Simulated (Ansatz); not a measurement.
Input file for Ansatz (a first-principles code): R-CCSD(T)/aug-cc-pVTZ on HF (SMILES F) with ghost functions.

Ansatz 0.2 input:
```yaml
crystal:
  periodic: [false, false, false]
  atoms:
    - {symbol: F, position_ang: [1.32373600, -0.09022600, -0.00000700]}
    - {symbol: H, position_ang: [1.74043700, 0.73339000, 0.00001300]}
basis:
  gaussian:
    orbitals: aug-cc-pVTZ
    ghost_atoms:
      - {symbol: F, position_ang: [-1.45719500, 0.01925700, -0.00001100]}
      - {symbol: H, position_ang: [-0.53931000, -0.09466400, 0.00014500]}
magnetization: {spin_polarized: false}
correlation: {method: ccsd_t, electrons: outside_noble_gas}
scf: {lower_state_search: off}
```

The head of its log:

```
WARN ansatz: RAYON_NUM_THREADS=1 ignored (pool sized by the plan → 1); use --threads N
Functional definition: HF
these checks for a lower state are left out or cut short: stability, starts, cluster_reference, orbital_swaps, neighbouring_geometries, increment
integrals: 0.27 GiB planned
822 factors; integrals over basis functions are off by at most 1.3e-3 eV
mean field: 0.20 GiB planned
mean field evaluation 1: about -2721.8315 eV, gradient 2.5e1 eV
mean field evaluation 2: about -2721.8315 eV, gradient 2.5e1 eV
mean field evaluation 4: about -2722.7913 eV, gradient 1.2e0 eV
mean field evaluation 8: about -2722.7959 eV, gradient 5.1e-5 eV
mean field -2722.79590907 eV, -100.0609040810 hartree, gradient 1.9e-6 eV, S^2 0.000000; 0 other end points of the search recorded, 0 dependent functions left out
1 core orbitals not correlated
reference -2722.79590907 eV, -100.0609040810 hartree; 4, 4 occupied and 133, 133 virtual orbitals, 822 factors
```

**Question.** Give the final energy of this run.

**Answer.** -100.3501 hartree (reference determinant -100.0609, T1 diagnostic 0.010).
